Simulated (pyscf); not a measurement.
A first-order saddle from PySCF, ωB97X-D3(BJ)/def2-SVP:

```xyz
9

Br    -2.6505    -0.9455     0.0946
Si     0.3957     0.2886    -0.3122
Br     2.3844     1.2626    -0.1374
H     -0.3961     1.0146    -1.3173
H      0.5952    -1.1584    -0.4876
N     -0.4195     0.5294     1.2925
H     -1.4883    -0.0651     1.0122
H      0.0470     0.0766     2.0817
H     -0.6045     1.5050     1.5364
```

Surface: singlet, charge 0. Lowest wavenumbers (cm⁻¹): 467i, 71, 95, 180, 288.

### Question
Name the species on either side of this saddle.

### Answer
Br–SiH₂–Br (SMILES Br[SiH2]Br) + NH₃ (SMILES N) ⇌ HBr (SMILES Br) + H₂N–SiH₂–Br (SMILES N[SiH2]Br), a four-centre exchange read from left to right: Br–Si, H–N broken and Br–H, N–Si formed. At ωB97M-D3(BJ)/def2-TZVP it lies +6.0 kcal/mol from the left side and -0.1 kcal/mol from the right (each side as separated species at their lowest minima found). On the reactant side the descent ends in an adduct with a N–Si contact, 3.1 kcal/mol under the separated species and 10.9 kcal/mol under the saddle at ωB97X-D3(BJ)/def2-TZVP. On the product side the descent ends in a complex, 5.2 kcal/mol under the separated species and 3.7 kcal/mol under the saddle at ωB97X-D3(BJ)/def2-TZVP. What is counted as formed (N–Si) is already present as a longer contact in the reactant adduct; forming that adduct is a step of its own. This is the saddle that the search found; another between the same sides may lie lower. Elements up to Kr have no core potential and no relativistic terms here.
